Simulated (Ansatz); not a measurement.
System: CCl3 (charge 0, doublet). It need not be the lowest isomer of its formula. 
Geometry from a B3LYP-D3(BJ)/def2-TZVP (Ansatz, an electronic-structure program) optimisation:
```xyz
4

C     -0.0036     0.0008     0.2630
Cl    -0.0098     1.6900    -0.0363
Cl     1.4691    -0.8362    -0.0083
Cl    -1.4580    -0.8541    -0.0482
```
Charge 0, spin multiplicity 2.

Total electronic energies in hartree. Correlated levels leave the core frozen unless marked. Open shells are spin-unrestricted. Spin-orbit coupling is left out. Non-relativistic. CBS(X,Y): correlation extrapolated as X^-3; Hartree-Fock from the larger set. [CCSD(T)-MP2]/basis is that difference in the basis named.

```
level                                                                 program  energy (Eh)
-------------------------------------------------------------  --------------  -----------
HF/STO-3G                                                              Ansatz  -1401.06732
HF/cc-pV(D+d)Z                                                         Ansatz  -1416.32339
HF/cc-pV(T+d)Z                                                         Ansatz  -1416.38127
HF/cc-pwCVTZ                                                           Ansatz  -1416.38225
PBE0/def2-QZVPP                                                        Ansatz  -1418.24477
BHLYP-D4/def2-TZVPD                                            Ansatz + dftd4  -1418.67682
B2GP-PLYP/def2-TZVPD                                                   Ansatz  -1418.12665
CCSD/cc-pwCVTZ                                                         Ansatz  -1417.14442
RI-MP2/CBS(cc-pV(T+d)Z,cc-pV(Q+d)Z)+[CCSD(T)-MP2]/cc-pV(T+d)Z          Ansatz   -1417.2983
```

Totals of different functionals don't rank their quality; only differences between species are comparable.
